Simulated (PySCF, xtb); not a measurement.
thiophene (C4H4S), SMILES c1ccsc1.

Coordinates come from a B3LYP-D3(BJ)/def2-SVP optimisation.

Level of theory: IEF-PCM-PBE0/def2-SVP (PySCF 2.14.0).

The values are the electrostatic part of the solvation free energy, E(continuum) − E(gas) at the gas-phase geometry, in a cavity of scaled van der Waals radii (PySCF's table); cavitation and dispersion terms are not included. In vacuum the orbital gap is 6.53 eV. The dipole moment in vacuum is 0.49 D.

```json
[
 {"solvent": "water", "ε": "78.36", "ΔG(elec) (kcal/mol)": "-2.9", "dipole (D)": "0.65", "gap (eV)": "6.53"},
 {"solvent": "toluene", "ε": "2.37", "ΔG(elec) (kcal/mol)": "-1.3", "dipole (D)": "0.57", "gap (eV)": "6.53"},
 {"solvent": "N,N-dimethylformamide", "ε": "37.22", "ΔG(elec) (kcal/mol)": "-2.8", "dipole (D)": "0.65", "gap (eV)": "6.53"}
]
```

For comparison, GFN2-xTB/ALPB(water) (xtb, at the GFN2-xTB geometry, all terms of that model) gives 0.9 kcal/mol.
